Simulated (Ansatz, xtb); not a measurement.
Relative energy of two structures of HLiNP

We compare I, `[Li][N]=P`, a singlet, with II, a triplet given by its coordinates. Both are isolated molecules in the gas phase, relaxed with PBE0-D4/def2-TZVP.

I (Å):

| atom | x (Å) | y (Å) | z (Å) |
| --- | --- | --- | --- |
| Li | -0.3824 | -2.1502 | 0.3387 |
| N | -0.0196 | -0.4889 | 0.6227 |
| P | 0.3997 | 0.9257 | 1.0491 |
| H | -0.1179 | 1.8452 | 0.0050 |

II (Å):

```yaml
atoms:
  - { symbol: Li, position_ang: [-0.6057, 1.4230, -0.3410] }
  - { symbol: N, position_ang: [-0.3097, -0.2875, 0.0873] }
  - { symbol: P, position_ang: [0.8281, -0.4256, -1.0939] }
  - { symbol: H, position_ang: [-0.5414, -1.0695, 0.6834] }
```

Close contacts (Å): Li1–N2 1.79, Li1–P3 2.46, N2–P3 1.65, N2–H4 1.01.

Which of the two would you expect CCSD(T)/def2-TZVPP electronic energies to favour?

Structure I; the calculation gives E(II) − E(I) = +5.7 kcal/mol.

Level by level:

```
             level           geometry  E(II) − E(I) (kcal/mol)  departure from the last row (kcal/mol)  job, with rough time for the two
 PBE0-D4/def2-TZVP  PBE0-D4/def2-TZVP                      +0.4                                    −5.2                optimisation, 21 s
     HF/def2-TZVPP  PBE0-D4/def2-TZVP                     −11.0                                   −16.6           part of the CCSD(T) run
    MP2/def2-TZVPP  PBE0-D4/def2-TZVP                      +6.9                                    +1.2           part of the CCSD(T) run
CCSD(T)/def2-TZVPP  PBE0-D4/def2-TZVP                      +5.7                                                        single point, 18 s
```

HF/def2-TZVPP puts the two in the other order. PBE0-D4/def2-TZVP finds them nearly level. The largest departure from CCSD(T)/def2-TZVPP is that of HF/def2-TZVPP, 16.6 kcal/mol. At CCSD(T)/def2-TZVPP a singlet with the links of II lies below this triplet. Levels run at GFN2-xTB geometries aren't shown.

With harmonic frequencies from PBE0-D4/def2-TZVP (ideal gas, rigid rotor, one conformer each, 298.15 K, 1 atm): on the last row, ΔE + ΔZPE = +7.4, ΔH = +7.4, ΔG = +6.4 kcal/mol.

Open shells are spin-unrestricted. The correlated steps freeze 6 core orbitals; the last core shell of Li is correlated, in a basis made for valence electrons. ΔG holds the spin degeneracy. Programs: Ansatz 0.2.0; the last row on 1 thread of Intel(R) Xeon(R) Platinum 8488C (Sapphire Rapids) on a shared host.
